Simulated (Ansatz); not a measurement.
Geometry optimisation, UKS PBE0-D4/def2-SVP in Ansatz.

input.yaml

```yaml
crystal:
  periodic: [false, false, false]
  atoms:
    - { symbol: O, position_ang: [0.1394, -0.8436, 0.2881] }
    - { symbol: Si, position_ang: [0.117, 0.8056, -0.1355] }
    - { symbol: H, position_ang: [0.7671, -1.1322, 0.8346] }
    - { symbol: H, position_ang: [-0.9681, 1.11, -1.0075] }
magnetization:
  spin_polarized: true
basis:
  gaussian: { orbitals: def2-SVP }
hamiltonian:
  xc: pbe0
  dispersion: d4
relax:
  f_tol: 0.02
  max_steps: 40
```

Run as:

```bash
$ ansatz run input.yaml --threads 1 --pin off --max-ram 2048MiB --backend cpu --events-out ev --progress --plain --runs-dir out
```

Problem. Where does it end, and by what steps?

Solution. It converged. After 4 steps the energy has fallen by 0.617 eV; Si2 moved furthest, 0.15 Å.

| step | energy less start (eV) | largest force component (eV/Å) | accepted |
| --- | --- | --- | --- |
| 0 | 0.0000 | 5.250 | yes |
| 1 | -0.5989 | 0.751 | yes |
| 2 | -0.6103 | 0.432 | yes |
| 3 | -0.6149 | 0.148 | yes |
| 4 | -0.6168 | 0.017 | yes |

```xyz
4
Properties=species:S:1:pos:R:3
O 0.066 -0.772 0.222
Si 0.233 0.869 -0.063
H 0.744 -1.126 0.811
H -0.989 0.968 -0.990
```

The run took 3.5 s on 1 CPU thread of a shared host.
